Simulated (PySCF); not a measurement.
# SiO: one state, many levels of theory

State: ¹Σ⁺ (singlet), closed shell. Set-up: basis Si aug-cc-pV(D+d)Z, O aug-cc-pVDZ; no relativity; PySCF 2.14. De refers to Si + O in their high-spin ground configurations, without counterpoise correction. A positive dipole means Si(−)O(+).

| Level | Re (Å) | ωe (cm⁻¹) | De (eV) | μ (D) |
| --- | --- | --- | --- | --- |
| RHF | 1.492 | 1351 | 4.50 | -3.59 |
| RHF-MP2 | 1.552 | 1123 | 8.09 | n/a |
| RHF-SCS-MP2 | 1.547 | 1143 | 7.86 | n/a |
| RHF-CCSD | 1.532 | 1210 | 7.19 | n/a |
| RHF-CCSD(T) | 1.544 | 1155 | 7.48 | n/a |
| PBE | 1.544 | 1151 | 8.27 | -2.94 |
| PBEsol | 1.539 | 1164 | 8.65 | -2.92 |
| PW91 | 1.541 | 1155 | 8.33 | -2.98 |
| r²SCAN | 1.529 | 1201 | 7.89 | -2.96 |
| TPSSh | 1.530 | 1197 | 7.68 | -2.99 |
| PBE0 | 1.522 | 1227 | 7.66 | -3.14 |

Task: Which functional lies closest to RHF-CCSD(T) in De, which farthest, and by how much do they differ from it?

Result: Closest is PBE0 (-2.2 pm in Re, +6.2 % in ωe, +0.18 eV in De against RHF-CCSD(T) in the same basis), farthest PBEsol (-0.5 pm in Re, +0.8 % in ωe, +1.17 eV in De). CCSD(T) converges more slowly with the basis than the functionals do and binds too weakly in this one, so the order can change at the basis-set limit.

Task: What does a quarter of exact exchange do here, going from PBE to PBE0?

Result: PBE0 less PBE: -2.2 pm in Re, +6.6 % in ωe, -0.61 eV in De. Exact exchange removes part of the self-interaction that spreads semilocal densities, and in most molecules shortens and stiffens the bond and lowers De; so it does here.

Correlated steps freeze 6 core orbitals. Correlated levels converge slowly with the basis: in double zeta they bind strong bonds too weakly, by up to about 1 eV, and carry superposition errors of some tenths. Where the molecule has an RHF reference, its open-shell atoms are computed with UHF. The CCSD T1 diagnostic is raised, a sign that a single reference may not be enough here.
